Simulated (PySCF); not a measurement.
Partial charges of `CC#CCC#[O+]`

Species: C₅H₅O (charge +1).
Cartesian coordinates in Å at the PBE0-D3(BJ)/def2-SVP level; atoms count from 1:
```
atom  x, y, z in Å
C1     2.3154    0.1529    0.3267
C2     0.8976   -0.0968    0.2149
C3    -0.2903   -0.3249    0.1207
C4    -1.7149   -0.5836    0.0074
C5    -2.3472    0.7160    0.0412
O6    -2.7624    1.7528    0.0717
H7     2.5234    0.8416    1.1597
H8     2.7100    0.5882   -0.6036
H9     2.8472   -0.7917    0.5214
H10   -2.1498   -1.1792    0.8388
H11   -2.0269   -1.0699   -0.9421
```

Density: PBE0/pcSseg-1 (PySCF); schemes: Mulliken, IAO, Hirshfeld and ESP-fitted. Geometry: PBE0-D3(BJ)/def2-SVP; no solvent, vibrations or thermal averaging.

What partial charge does each atom carry?

In e:

```csv
atom,environment,Mulliken,IAO,Hirshfeld,ESP-fitted
C1,propargylic carbon,-0.207,-0.442,-0.067,-0.521
C2,alkyne carbon,-0.045,+0.112,+0.050,+0.138
C3,alkyne carbon,-0.177,-0.146,-0.074,-0.168
C4,propargylic carbon,-0.199,-0.289,+0.033,-0.188
C5,triply bonded carbon,+0.518,+0.649,+0.437,+0.599
O6,oxygen bonded to C,-0.022,-0.022,+0.079,-0.021
H7,methyl hydrogen,+0.191,+0.203,+0.089,+0.224
H8,methyl hydrogen,+0.191,+0.203,+0.089,+0.225
H9,methyl hydrogen,+0.196,+0.209,+0.092,+0.234
H10,methylene hydrogen,+0.277,+0.262,+0.136,+0.239
H11,methylene hydrogen,+0.277,+0.262,+0.136,+0.240
```

Mean size of the charges over all atoms: IAO 0.255 e, ESP-fitted 0.254 e, Mulliken 0.209 e, Hirshfeld 0.117 e. Each set sums to the total charge, 1, to within 0.001 e. The Hirshfeld scheme divides the density at each point in proportion to the densities of the neutral, spherically averaged free atoms. The Mulliken scheme gives each basis function's population to the atom it is centred on and halves the overlap population of two atoms between them.

Lowest charge. The schemes don't all agree: Mulliken C1 (-0.207); IAO C1 (-0.442); Hirshfeld C3 (-0.074); ESP-fitted C1 (-0.521).

Highest charge. All schemes agree: Mulliken C5 (+0.518); IAO C5 (+0.649); Hirshfeld C5 (+0.437); ESP-fitted C5 (+0.599).

Sum the charges by element, for elements with more than one atom.

```csv
element,atoms,Mulliken,IAO,Hirshfeld,ESP-fitted
C,5,-0.111,-0.116,+0.379,-0.140
H,5,+1.132,+1.138,+0.542,+1.161
```

How closely do the schemes follow one another over all atoms?

Correlation coefficient and root-mean-square difference: IAO with ESP-fitted 0.99, 0.045 e; Mulliken with IAO 0.95, 0.099 e; Mulliken with ESP-fitted 0.92, 0.115 e; Mulliken with Hirshfeld 0.88, 0.128 e; IAO with Hirshfeld 0.87, 0.186 e; Hirshfeld with ESP-fitted 0.85, 0.187 e.

How many electrons does the ESP-fitted scheme count on C5?

Z − q = 6 − (+0.599) = 5.401.
